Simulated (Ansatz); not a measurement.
Na4MgGe2Se6 (C2, No. 5; cell taken from a computed entry), treated with PBEsol+SOC (plane waves, PAW; Ansatz, an electronic-structure program).

Run with plane-wave cutoff 520 eV, 6×6×6 k mesh, Fermi–Dirac smearing 0.01 eV, PAW data made under PBE.

Cell (relaxed with PBEsol):

```yaml
crystal:
  lattice:
    - [3.85897, -5.95390, 0.00301]
    - [3.85897, 5.95390, 0.00301]
    - [-2.02426, 0.00000, 6.76334]
  atoms:
    - { symbol: Na, position: [0.48058, 0.51942, 0.00000] }
    - { symbol: Na, position: [0.32747, 0.67253, 0.50000] }
    - { symbol: Na, position: [0.02163, 0.97837, 0.50000] }
    - { symbol: Na, position: [0.65087, 0.34913, 0.50000] }
    - { symbol: Mg, position: [0.84285, 0.15715, 0.00000] }
    - { symbol: Ge, position: [0.00327, 0.67019, 0.94265] }
    - { symbol: Ge, position: [0.32981, 0.99673, 0.05735] }
    - { symbol: Se, position: [0.76333, 0.77365, 0.76412] }
    - { symbol: Se, position: [0.22635, 0.23667, 0.23588] }
    - { symbol: Se, position: [0.90582, 0.54853, 0.22171] }
    - { symbol: Se, position: [0.45147, 0.09418, 0.77829] }
    - { symbol: Se, position: [0.04904, 0.39899, 0.74730] }
    - { symbol: Se, position: [0.60101, 0.95096, 0.25270] }
```

Problem. Estimate the band gap, smallest direct gap on the k points sampled and direct gap at Γ that the calculation returns.

Solution. 
- band gap = 1.83 eV (indirect)
- smallest direct gap on the k points sampled = 1.86 eV
- direct gap at Γ = 2.60 eV

Static lattice: no zero-point or thermal effects.

Computing time: around 110 core-minutes (rough).
